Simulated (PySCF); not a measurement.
Gas-phase reaction: 2 AlH₃ + Cl₂ ⇌ 2 AlH₂Cl + 2 H

Method: PySCF energies (xtb for GFN2) plus ideal-gas RRHO corrections (1 bar). † marks an energy on the PBE0/def2-TZVP geometry and frequencies; other levels use their own. MP2 freezes the core. 6-31G* has spherical d functions here. Open shells (unrestricted): H (multiplicity 2); the rest are closed-shell singlets. GFN2 has no spin-polarisation term. B3LYP is the form with VWN-RPA correlation. AlH₃, AlH₂Cl: computed as isolated molecules; such fragments, hydroxides, amides, oligomers or adducts are transient or little studied in the gas. MP2 isn't extrapolated to the basis-set limit; its ΔH°(298 K) is -137.5 kJ in def2-SVP and -106.1 kJ in def2-TZVPP. The harmonic model lacks anharmonicity and excited electronic states, which grow with temperature; levels with a mode under 35 cm⁻¹ are left out.

```csv
level,"ΔE electronic, kJ","ΔH°(298 K), kJ","ΔS°(298 K), J/K","ΔG°(1400 K), kJ"
B3LYP/6-31G*,-30,-49,98,-206
B3LYP/def2-TZVP†,-20,-39,98,-198
GFN2-xTB,119,103,98,-54
M06-2X/def2-TZVP†,-58,-77,98,-236
MP2/def2-TZVPP†,-87,-106,98,-265
PBE/def2-SVP,-58,-76,97,-231
PBE/def2-TZVP†,-35,-54,98,-213
PBE0/def2-QZVP†,-49,-68,98,-226
PBE0/def2-TZVP,-51,-69,98,-228
r2SCAN/def2-TZVP†,-57,-76,98,-235
LDA/def2-TZVP†,-5,-23,98,-182
```
ΔH° is lowest at MP2/def2-TZVPP† and highest at GFN2-xTB. No reference value is set beside these.
